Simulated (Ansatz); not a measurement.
`FC(F)C(Cl)Cl` + H₂O → `OC(Cl)Cl` + `FCF` at 500 K and 1 bar (formal hydrolysis of a C–C bond).

Isolated molecules relaxed with PBE0-D4/def2-TZVP in Ansatz; ΔE leaves out vibrations. CCSD(T)/CBS adds triple-zeta CCSD(T) − MP2 to the extrapolated MP2 energy (def2 sets, frozen cores). This one scheme is used for every species. Each species was taken in one conformer, which may not be the lowest.

```json
{"species": "`FC(F)C(Cl)Cl`", "CCSD(T)/CBS energy (Eh)": "-1196.43636", "H − E (kJ/mol)": "152.2", "S (J/(mol·K))": "394.4"}
{"species": "H₂O", "CCSD(T)/CBS energy (Eh)": "-76.37941", "H − E (kJ/mol)": "73.2", "S (J/(mol·K))": "206.3"}
{"species": "`OC(Cl)Cl`", "CCSD(T)/CBS energy (Eh)": "-1033.97530", "H − E (kJ/mol)": "119.8", "S (J/(mol·K))": "338.2"}
{"species": "`FCF`", "CCSD(T)/CBS energy (Eh)": "-238.82660", "H − E (kJ/mol)": "107.3", "S (J/(mol·K))": "272.2"}
```

H − E and S are ideal-gas, rigid-rotor, harmonic terms from PBE0-D4/def2-TZVP, for one conformer and one mirror image of each species. 1 Eh = 2625.50 kJ/mol, R = 8.31446 J/(mol·K).

Question: By hand: ΔE, ΔH, ΔS and ΔG.

Answer: ΔE = (-1033.97530) + (-238.82660) − (-1196.43636) − (-76.37941) = 0.01387 Eh = 36.4 kJ/mol. Δ(H − E) = 119.8 + 107.3 − 152.2 − 73.2 = 1.7, so ΔH = 38.1 kJ/mol. ΔS = 338.2 + 272.2 − 394.4 − 206.3 = 9.7 J/(mol·K). ΔG = 38.1 − 500 × (9.7)/1000 = 33.2 kJ/mol.

Question: By hand: the equilibrium constant, and the temperature at which ΔG would vanish if ΔH and ΔS stayed fixed.

Answer: log₁₀ K = −ΔG/(RT ln 10) = -3.5. ΔG = 0 at ΔH/ΔS = 3928 K, far beyond where these terms or the molecules hold.

The number of gas molecules stays the same, so ΔS is small and ΔH decides. A doubt of 5 kJ/mol in ΔE shifts log₁₀ K by 0.5 here. Other conformers and mirror images would add mixing entropy, several J/(mol·K) or more a flexible species. These are equilibria of isolated gas molecules and say nothing of rates. Largest T1 diagnostic: 0.011 (customary marks: 0.02 for closed shells, 0.045 for open ones).
